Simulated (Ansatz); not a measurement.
# CH5B: the cost of one run

All numbers below are computed with Ansatz 0.2.0 (RKS PBE-D4/def2-SVP).

### 1 The structure to begin with

Bond lengths: B1–C2 1.800 Å, C2–H3 1.110 Å, C2–H4 1.110 Å, C2–H5 1.110 Å, B1–H7 1.190 Å. Angles: B1–C2–H3 74.9°, B1–C2–H4 132.6°, B1–C2–H5 113.1°, H3–C2–H4 109.4°, H3–C2–H5 109.4°, H4–C2–H5 109.4°, C2–B1–H7 156.1°.

Structure file:

```xyz
7

B     0.0000    0.0000    0.0000
C     1.0599    0.0000    1.4549
H     0.0603   -0.3092    1.8254
H     1.8275   -0.7111    1.8254
H     1.2919    1.0203    1.8254
H     1.3894    0.0000   -0.0408
H    -1.0305    0.0000   -0.5950
```

### 2 A restrained relaxation towards end A

Springs on the bonds that form and break draw the guess towards this end; the thresholds are loose.

input.yaml reads:

```yaml
crystal:
  periodic: [false, false, false]
  atoms:
    - { symbol: B, position_ang: [0.0, 0.0, 0.0] }
    - { symbol: C, position_ang: [1.0599, 0.0, 1.4549] }
    - { symbol: H, position_ang: [0.0603, -0.3092, 1.8254] }
    - { symbol: H, position_ang: [1.8275, -0.7111, 1.8254] }
    - { symbol: H, position_ang: [1.2919, 1.0203, 1.8254] }
    - { symbol: H, position_ang: [1.3894, 0.0, -0.0408] }
    - { symbol: H, position_ang: [-1.0305, 0.0, -0.595] }
basis:
  gaussian: { orbitals: def2-SVP }
hamiltonian:
  xc: pbe
  dispersion: d4
relax:
  f_tol: 0.15
  max_steps: 25
  restrain:
    - { distance: [1, 5], at: 2.31, k: 30.0 }
    - { distance: [0, 1], at: 1.6, k: 30.0 }
    - { distance: [0, 5], at: 1.19, k: 30.0 }
```

The run is started by

```
$ ansatz run input.yaml --threads 1 --pin off --max-ram 2048MiB --backend cpu --events-out ev --progress --plain --runs-dir out
```

Q: Estimate wall time and peak memory on 1 thread of Arm Neoverse N1, shared host.

About 10 s, with a peak of 0.099 GiB.
